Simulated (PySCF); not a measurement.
Compound: C5H6.
SMILES with atom numbers: `[CH2:1]=[C:2]=[CH:3][CH:4]=[CH2:5]` (hydrogens: H6, H7 on C1; H8 on C3; H9 on C4; H10, H11 on C5)

Geometry (PBE0-D3(BJ)/def2-SVP, Å), atoms numbered from 1 in this order:
```xyz
11
C5H6 angstrom
C      1.9816    1.4580    0.7811
C      0.9420    0.6764    0.6630
C     -0.1072   -0.1112    0.5356
C     -0.6968   -0.4884   -0.7438
C     -1.7648   -1.2876   -0.8690
H      3.0004    1.0535    0.7933
H      1.8703    2.5445    0.8745
H     -0.5721   -0.5127    1.4460
H     -0.2162   -0.0778   -1.6383
H     -2.2651   -1.7122    0.0070
H     -2.1720   -1.5426   -1.8498
```

Method used: core-valence-separated Tamm–Dancoff BHandHLYP/aug-pcX-1 (pcseg-1 on H) in PySCF, non-relativistic, gas phase, PBE0-D3(BJ)/def2-SVP geometry. BHandHLYP without relativity tends to put these K edges a few eV too low, so spacings mean more than positions.

(1) Give energies, oscillator strengths and core holes at the C K edge.

## Answers

(1) 
| E (eV) | f | core hole on | main final orbital | polarisation |
| --- | --- | --- | --- | --- |
| 282.36 | 0.0571 | C5 | LUMO (76 %) | normal to the local trigonal plane |
| 282.83 | 0.0515 | C4 | LUMO (71 %) | normal to the local trigonal plane |
| 282.95 | 0.0662 | C2 | LUMO (74 %) | – |
| 283.11 | 0.0660 | C2 | LUMO+2 (32 %) | – |
| 283.20 | 0.0564 | C1 | LUMO+4 (30 %) | normal to the local trigonal plane |
| 283.39 | 0.0517 | C3 | LUMO (66 %) | normal to the local trigonal plane |
| 285.09 | 0.0043 | C1 | LUMO (82 %) | in the local trigonal plane |
| 285.54 | 0.0072 | C3 | LUMO+2 (51 %) | in the local trigonal plane |
| 285.77 | 0.0099 | C5 | LUMO+3 (51 %) | in the local trigonal plane |
| 286.00 | 0.0052 | C1 | LUMO+1 (76 %) | in the local trigonal plane |
| 286.12 | 0.0207 | C5 | spread | in the local trigonal plane |
| 286.28 | 0.0228 | C4 | LUMO+3 (44 %) | in the local trigonal plane |
| 286.50 | 0.0124 | C3 | LUMO+7 (31 %) | normal to the local trigonal plane |
| 286.58 | 0.0078 | C4 | LUMO+2 (58 %) | in the local trigonal plane |
| 286.69 | 0.0087 | C4 | LUMO+7 (36 %) | normal to the local trigonal plane |
| 286.71 | 0.0076 | C3 | LUMO+6 (38 %) | in the local trigonal plane |
| 286.95 | 0.0000 | C2 | LUMO+1 (73 %) | – |
| 286.99 | 0.0002 | C5 | LUMO+4 (44 %) | – |
| 287.03 | 0.0225 | C1 | LUMO+5 (59 %) | in the local trigonal plane |
| 287.17 | 0.0037 | C5 | LUMO+5 (57 %) | normal to the local trigonal plane |
| 287.27 | 0.0050 | C3 | LUMO+1 (37 %) | in the local trigonal plane |
| 287.31 | 0.0003 | C4 | LUMO+3 (34 %) | – |
| 287.36 | 0.0069 | C1 | LUMO+2 (32 %) | normal to the local trigonal plane |

The first line with a tenth or more of the strongest one's intensity is at 282.36 eV (f = 0.057), with the hole on C5 (terminal =CH2 carbon), polarised normal to the local trigonal plane: a 1s→π* resonance. The strongest listed is at 282.95 eV (f = 0.066; C2).

Roots within 0.03 eV whose holes lie on the same, on equivalent or on shared atoms are summed into one line, and the highest roots are left out, as the search may have cut off their partners. Final orbitals are the ground state's empty Kohn–Sham orbitals. A dash: too weak, shared between unlike atoms, or no plane or axis to refer to.

Question: What are the wavelength and the wavenumber of the 282.83 eV line?

Answer: λ = 12398.42 eV Å/282.83 eV = 43.837 Å; 2.2812 × 10⁶ cm⁻¹.

The ionisation thresholds weren't computed; near and above them a finite basis only mimics Rydberg series and continuum.

One conformer stands for the species.
